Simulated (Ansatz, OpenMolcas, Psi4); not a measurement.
**[CF3]+ (SMILES F[C+](F)F): methods side by side**

[CF3]+ has 4 atoms, charge +1, and is taken as a singlet. As SMILES, `F[C+](F)F`. Geometry: relaxed at PBE0-D4/def2-TZVP.

Quantity: the vertical electron affinity (to the doublet neutral), in eV. The values are calculated.

The electron affinity is E(neutral) − E(anion): positive where the electron is bound.

```csv
level,kind,program,value (eV)
HF/def2-SVPD,Hartree–Fock,OpenMolcas,7.17
SVWN5/def2-SVPD,LDA,OpenMolcas,7.32
revPBE/def2-SVPD,GGA,OpenMolcas,7.05
r2SCAN/def2-SVPD,meta-GGA,OpenMolcas,7.35
M06-2X/def2-SVPD,hybrid meta-GGA,OpenMolcas,7.50
wB97X-V/def2-SVPD,range-separated hybrid,Psi4,7.30
DSD-PBEP86/def2-SVPD (density fitting for correlation),double hybrid,Psi4,7.14
OMP2/def2-SVPD (density fitting for correlation),perturbation theory,Psi4,6.72
FCI/STO-3G,exact in the basis,Ansatz,3.13
```

The values span 3.13 to 7.50 eV. High-level rows in very small sets aren't better than simpler rows in larger ones.
